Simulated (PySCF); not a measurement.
**Chlorine: a sound run and one with changed settings**

Sound run: Cl [Ne] 3s2 3p5, Cl+ [Ne] 3s2 3p4. Computed with PySCF 2.14 in cc-pVTZ-DK, with the spin-free X2C one-electron Hamiltonian (Gaussian nucleus). In the sound run the correlated levels freeze [Ne]. The sound run starts from symmetry-adapted Hartree-Fock orbitals and uses a fine grid where one is needed.

Changed run: all electrons correlated in a basis built for the valence shell.

| species | method | sound run (hartree) | changed run (hartree) | converged |
| --- | --- | --- | --- | --- |
| Cl | MP2 | -461.05230 | -461.08466 | yes |
| Cl | CCSD(T) | -461.08065 | -461.11195 | yes |
| Cl+ | MP2 | -460.58581 | -460.61807 | yes |
| Cl+ | CCSD(T) | -460.61416 | -460.64553 | yes |

Ionisation energy of Cl:

```csv
method,sound run (eV),changed run (eV)
UHF,11.756,11.756
MP2,12.694,12.697
SCS-MP2,12.692,12.693
CCSD,12.658,12.655
CCSD(T),12.694,12.692
```

A valence basis has no tight correlating functions, so it recovers only part of the core correlation, and not evenly between atom and ion.

For comparison, NIST gives 12.968 eV between the lowest levels.
